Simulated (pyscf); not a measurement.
H₃Ge–TeH → H₂Ge=Te + H₂ (elimination; singlet surface; Ge–H, H–Te broken, H–H formed). Structures and frequencies: ωB97X-D3(BJ)/def2-SVP in PySCF. Rate constants from transition-state theory at the high-pressure limit, ωB97M-D3(BJ)/def2-TZVP energies (ideal gas, 1 atm, RRHO with modes under 100 cm⁻¹ raised to 100, one conformer, R ln 2 for chiral ones without a mode under 150 cm⁻¹; no tunnelling), k in s⁻¹.

| T (K) | 1000/T | log10 k |
|---|---|---|
| 298 | 3.354 | -25.39 |
| 600 | 1.667 | -6.34 |
| 900 | 1.111 | -0.06 |
| 1200 | 0.833 | ? |

Question: Fit an Arrhenius line to the three values, give the activation energy, and predict k at 1200 K.

Answer: Least squares gives log10 k = 12.48 − 11.29 × 1000/T, so Ea = 11.29 × ln 10 × 1.987 = 51.7 kcal/mol, against an electronic barrier of 53.0. At 1200 K the line gives 3.07; the computed value is 3.10 (ΔG‡ = 56.6 kcal/mol), close to the line. At the saddle there is also a short Ge–H contact that neither side keeps. One saddle was located; it need not be the lowest between these sides. Elements up to Kr have no core potential and no relativistic terms here. Elements past Kr carry the def2 core potentials, without spin-orbit coupling.
